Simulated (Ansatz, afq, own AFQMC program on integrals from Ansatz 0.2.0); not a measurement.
Two steps: Ansatz 0.2.0 writes the Fock matrix and Cholesky factors of the valence space, and afq projects on them the lowest state that overlaps trial and start.

```yaml
crystal:
  periodic: [false, false, false]
  atoms:
    - {symbol: B, position_ang: [0.000000, -0.185227, 0.772970]}
    - {symbol: N, position_ang: [0.000000, 0.087426, -0.705019]}
    - {symbol: H, position_ang: [0.000000, 0.771807, 1.506451]}
basis:
  gaussian: {orbitals: cc-pVDZ}
total_charge: 1
magnetization: {spin_polarized: true, initial_magnetization: 4}
correlation: {method: ccsd_t, electrons: outside_noble_gas, hamiltonian_folder: ham}
```

```sh
$ ansatz run in.yaml --threads 1 --pin off --events-out ev --progress --plain --max-ram 24576MiB --backend cuda --devices 0, --max-vram 18GiB
```

afq runs on the folder ham with

```
--method free --trial cisd --walkers 4000 --time-step 0.03 --max-blocks 4000 --target-error 0.00034 --factor-cut 1e-05 --seed 2270 --times 0,0.3,0.6,1.2,1.8,2.4,3.6,4.8,6 --taylor-order 8
```

Times are imaginary, in 1/Eh. The walk had a cap of 61 s.

Log:

```
orbitals 31  electrons 6 2  factors 231 of 312
reference energy -79.18613467 Eh
CCSD correlation -0.14052141 Eh in 13 cycles, weight of the determinant in the CISD state 0.9173
repeat  energy at the last time / Eh  error
    10  -79.331024  0.000129
    20  -79.330848  0.000088
    30  -79.330779  0.000083
time / (1/Eh)  energy / Eh  error  mean overlap
  0.00  -79.326654  0.000008  1.0902
  0.30  -79.328978  0.000016  1.0887
  0.60  -79.329790  0.000025  1.0876
  1.20  -79.330337  0.000023  1.0872
  1.80  -79.330530  0.000030  1.0871
  2.40  -79.330625  0.000027  1.0850
  3.60  -79.330718  0.000048  1.0785
  4.80  -79.330641  0.000059  1.0867
  6.00  -79.330772  0.000080  1.0829
energy -79.330772 +/- 0.000080 Eh
```

The run passed its tests (error under three times the target), which doesn't prove that it has relaxed.

Against this walk (error 2.2 meV) on the same determinant: CCSD(T) 30.8 meV higher, CCSDT(Q) 1.6 meV higher (within the noise), CCSDTQ 1.2 meV higher (within the noise). The error is statistical, and a free projection of finite length keeps a remainder of its start.

Cautions: remainder of the start not in the error; another spin lies lower (by 3.15 eV).

The walk took 27 s on 1 × NVIDIA H100 80GB HBM3 with 2 threads of AMD EPYC 7R13 Processor (Zen 3) (shared host) (the card was shared). The log's last line is the free-projection energy.

CCSDT and higher add their correlation energy to the determinant of the CCSD(T) run, since their own runs factorise the integrals more tightly (a shift of under 2 meV). A walk keeps the symmetry of its determinant, which the program's search chose and which needn't be the lowest solution, so a lower state of the same spin and another symmetry isn't excluded.
